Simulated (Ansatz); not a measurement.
A relaxation, step by step

BH₄ClO, singlet, PBE0-D4/def2-TZVP (Ansatz 0.2.0). Settings:

```yaml
hamiltonian: {xc: pbe0, dispersion: d4}
relax: {f_tol: 0.005, max_steps: 200}
```

Start, a step off a saddle point along its unstable mode:

B1  (-0.259, -0.529, 0.378)
Cl2  (1.729, -0.477, 0.323)
H3  (-0.719, -1.321, -0.389)
H4  (-0.644, -0.415, 1.497)
H5  (0.661, 0.872, -0.257)
O6  (-0.218, 0.977, -0.323)
H7  (-0.551, 0.893, -1.229)
(Å)

```csv
step,energy less the last (meV),largest force component (eV/Å)
1,791.8,7.656
2,239.4,0.842
3,135.1,0.743
4,55.0,1.061
5,32.6,0.305
6,24.1,0.120
7,14.6,0.166
8,1.4,0.065
9,0.9,0.070
10,0.0,0.010
11,0.0,0.001
```

Step 2, positions (Å) and forces (eV/Å):

```tsv
atom	x	y	z	Fx	Fy	Fz
B1	-0.211	-0.520	0.381	0.629	-0.067	-0.003
Cl2	1.742	-0.605	0.392	-0.826	-0.148	0.075
H3	-0.675	-1.297	-0.397	-0.020	-0.048	0.010
H4	-0.635	-0.407	1.486	-0.020	-0.005	0.003
H5	0.684	0.950	-0.294	0.805	0.696	-0.587
O6	-0.289	0.978	-0.332	-0.842	-0.412	0.564
H7	-0.616	0.901	-1.236	0.275	-0.016	-0.062
```

Step 5, positions (Å) and forces (eV/Å):

| atom | x | y | z | Fx | Fy | Fz |
| --- | --- | --- | --- | --- | --- | --- |
| B1 | -0.141 | -0.561 | 0.389 | 0.044 | -0.062 | 0.068 |
| Cl2 | 1.687 | -0.803 | 0.402 | -0.037 | -0.035 | 0.000 |
| H3 | -0.719 | -1.305 | -0.359 | 0.048 | 0.086 | -0.015 |
| H4 | -0.602 | -0.414 | 1.485 | 0.063 | 0.051 | -0.060 |
| H5 | 0.587 | 1.347 | -0.315 | 0.126 | -0.020 | 0.053 |
| O6 | -0.283 | 0.926 | -0.337 | -0.305 | -0.015 | -0.110 |
| H7 | -0.529 | 0.810 | -1.264 | 0.060 | -0.006 | 0.063 |

Step 9, positions (Å) and forces (eV/Å):

```json
{"atom": "B1", "x": "-0.153", "y": "-0.567", "z": "0.377", "Fx": "0.070", "Fy": "0.047", "Fz": "-0.012"}
{"atom": "Cl2", "x": "1.651", "y": "-0.900", "z": "0.192", "Fx": "-0.012", "Fy": "-0.024", "Fz": "-0.002"}
{"atom": "H3", "x": "-0.837", "y": "-1.327", "z": "-0.244", "Fx": "-0.006", "Fy": "-0.014", "Fz": "0.005"}
{"atom": "H4", "x": "-0.457", "y": "-0.297", "z": "1.504", "Fx": "-0.022", "Fy": "0.012", "Fz": "-0.035"}
{"atom": "H5", "x": "0.248", "y": "1.507", "z": "-0.048", "Fx": "-0.003", "Fy": "-0.035", "Fz": "-0.052"}
{"atom": "O6", "x": "-0.363", "y": "0.861", "z": "-0.431", "Fx": "-0.056", "Fy": "-0.010", "Fz": "0.037"}
{"atom": "H7", "x": "-0.090", "y": "0.724", "z": "-1.350", "Fx": "0.028", "Fy": "0.023", "Fz": "0.060"}
```

Last step (11):

B1  (-0.150, -0.565, 0.375)
Cl2  (1.649, -0.907, 0.181)
H3  (-0.839, -1.331, -0.236)
H4  (-0.454, -0.288, 1.499)
H5  (0.232, 1.509, -0.042)
O6  (-0.368, 0.858, -0.433)
H7  (-0.069, 0.725, -1.343)
(Å)

Hardware: 2 CPU threads of an Arm Neoverse V1, shared host. Wall time about 22 s.
